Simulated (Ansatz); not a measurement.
# How methods differ on AlH2O2 (SMILES [OH][Al][OH])

The species is AlH2O2 (5 atoms), meant as a doublet with charge 0. As SMILES, `[OH][Al][OH]`. Geometry: relaxed at PBE0-D4/def2-TZVP. This is one conformer, not always the lowest.

| atom | x (Å) | y (Å) | z (Å) |
| --- | --- | --- | --- |
| O | -1.5735 | -0.3246 | -0.2375 |
| Al | 0.0185 | -0.8251 | 0.0650 |
| O | 1.2494 | 0.3483 | 0.1600 |
| H | -1.8097 | 0.5958 | -0.3592 |
| H | 2.1651 | 0.1318 | 0.3304 |

Quantity: the energy change with the O3–H5 bond stretched from 0.956 to 2.391 Å, in eV. The values are calculated.

```
          level                    kind  program  value (eV)  less FCI/STO-3G  CPU time (all runs)
U-revPBE/STO-3G                     GGA   Ansatz        4.12            +0.54                8.7 s
  UBHLYP/STO-3G           global hybrid   Ansatz        4.53            +0.95                 10 s
   UPBE0/STO-3G           global hybrid   Ansatz        4.52            +0.94                 11 s
 U-wB97X/STO-3G  range-separated hybrid   Ansatz        4.73            +1.15                 56 s
  UHSE06/STO-3G  range-separated hybrid   Ansatz        4.52            +0.94                 13 s
    UMP2/STO-3G     perturbation theory   Ansatz        3.97            +0.39                1.1 s
  UCCSDT/STO-3G   coupled cluster or CI   Ansatz        3.59            +0.01                5.6 s
     FCI/STO-3G      exact in the basis   Ansatz        3.58             0.00              3.7 min
```

FCI/STO-3G is exact within its basis and frozen core, so for wave-function methods in that basis the difference is their error; functionals converge differently with the basis, so for them it is only a difference. The first shape isn't each level's own minimum. The values span 3.58 to 4.73 eV. Spin contamination of the reference (⟨S²⟩ at least 0.1 too high) touches U-revPBE/STO-3G, UBHLYP/STO-3G, UPBE0/STO-3G, U-wB97X/STO-3G, UHSE06/STO-3G, UMP2/STO-3G, UCCSDT/STO-3G. All rows use very small basis sets, so none should be taken for the real molecule's value. CPU times are rough (shared hosts, several kinds of processor and program).
